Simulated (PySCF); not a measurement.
Species: C3H5O (charge +1).
SMILES: `CCC#[O+]`

Method used: EOM-IP-CCSD/aug-cc-pVDZ in PySCF, restricted Hartree–Fock reference, frozen core, non-relativistic, gas phase, PBE0-D3(BJ)/def2-SVP geometry.

Hartree–Fock orbital energies give these Koopmans values (eV): HOMO 20.03, HOMO-1 20.41.

**Question.** What vertical ionisation energies does EOM-IP-CCSD give?

**Answer.** 
```
leading hole (HF orbital)  Koopmans (eV)  EOM-IP-CCSD (eV)  change (eV)  one-hole share
                     HOMO          20.03             19.23        -0.80            0.96
                   HOMO-1          20.41             19.53        -0.88            0.96
```

**Question.** Does the order of the lines follow the orbital energies?

**Answer.** Yes, no two lines change places. The corrections run from -0.88 to -0.80 eV, with a mean of -0.84 eV over the 2 lines; no line lies above its Koopmans value.

**Question.** At what kinetic energies would He I light (21.22 eV) eject these electrons?

**Answer.** 1.99 eV (HOMO), 1.69 eV (HOMO-1).

One root was sought for each valence orbital with −ε under 21 eV, eight at most, so deeper holes and satellites are missing; no vibrational structure.
